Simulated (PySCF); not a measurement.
Compound: C3H3ClO.
InChI=1S/C3H3ClO/c4-2-1-3-5/h1-3H/b2-1-

Theory: EOM-IP-CCSD/aug-cc-pVDZ in PySCF, restricted Hartree–Fock reference, frozen core, non-relativistic, gas phase, PBE0-D3(BJ)/def2-SVP geometry.

Hartree–Fock orbital energies give these Koopmans values (eV): HOMO 10.66, HOMO-1 11.84, HOMO-2 13.32, HOMO-3 14.33, HOMO-4 15.35, HOMO-5 15.46, HOMO-6 17.20, HOMO-7 18.15.

Q: What vertical ionisation energies does EOM-IP-CCSD give?

A: 
```tsv
leading hole (HF orbital)	Koopmans (eV)	EOM-IP-CCSD (eV)	change (eV)	one-hole share
HOMO-1	11.84	10.05	-1.79	0.94
HOMO	10.66	10.41	-0.25	0.96
HOMO-2	13.32	12.22	-1.10	0.95
HOMO-3	14.33	13.42	-0.91	0.94
HOMO-5	15.46	14.22	-1.24	0.95
HOMO-4	15.35	14.44	-0.91	0.91
HOMO-6	17.20	15.14	-2.06	0.94
HOMO-7	18.15	16.43	-1.72	0.93
```

Q: Does the order of the lines follow the orbital energies?

A: No: the HOMO-1 hole (10.05 eV) falls below the HOMO hole (10.41 eV); the HOMO-5 hole (14.22 eV) falls below the HOMO-4 hole (14.44 eV). The corrections run from -2.06 to -0.25 eV, with a mean of -1.25 eV over the 8 lines; no line lies above its Koopmans value. Koopmans values leave out both the relaxation of the orbitals and the change in correlation energy.

Q: At what kinetic energies would He II light (40.81 eV) eject these electrons?

A: 30.76 eV (HOMO-1), 30.40 eV (HOMO), 28.59 eV (HOMO-2), 27.39 eV (HOMO-3), 26.59 eV (HOMO-5), 26.37 eV (HOMO-4), 25.67 eV (HOMO-6), 24.38 eV (HOMO-7).

One root was sought for each valence orbital with −ε under 21 eV, eight at most, so deeper holes and satellites are missing; no vibrational structure.

Shape of the structure used: `[O:1]=[CH:2]/[CH:3]=[CH:4]\[Cl:5]`: O1–C2–C3–C4 180°.

One conformer stands for the species.
